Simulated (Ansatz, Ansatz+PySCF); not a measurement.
```xyz
6

C     0.7875    0.0000    0.0000
C    -0.3937    0.6820    0.0000
C    -0.3937   -0.6820    0.0000
H     1.8815    0.0000    0.0000
H    -0.9407    1.6294    0.0000
H    -0.9407   -1.6294    0.0000
```

RHF-MP2 on singlet C3H3(+) was run in several spherical basis sets with Ansatz (development build ahead of 0.2.0). Frozen core: 3 orbitals.

(1) Rank the basis sets by the total energy that they give, lowest first, with the distance from the lowest.
A. def2-TZVP
B. def2-SVP
C. cc-pVTZ
D. 6-31G(d)

## Answers

(1) C (0.00 eV), A (0.15 eV), D (3.34 eV), B (5.41 eV).

Totals follow the description of the cores as much as that of the bonds, so this order isn't one of quality for chemistry.
